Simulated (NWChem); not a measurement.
Correlation energy of silicon monoxide (OSi)

```
Si
O 1 1.5233
```
Charge 0, spin multiplicity 1.

The numbers come from NWChem runs, not from measurements. The geometry was optimised at PBE0/def2-SVP, a minimum by its harmonic frequencies.

Basis set: 3-21G. Each correlation energy counts from its own Hartree-Fock reference.

The correlated methods keep 6 core orbitals frozen. Coupled-cluster values serve here as a point of comparison, not as the truth.

Task: For the correlation energy, MP2 gives -199.2 mHa and SCS-MP2 gives -191.4 mHa. What do CCSD, CCSD+T(CCSD), CCSD(T) give?

Result: CCSD: -189.5 mHa; CCSD+T(CCSD): -206.0 mHa; CCSD(T): -201.6 mHa.
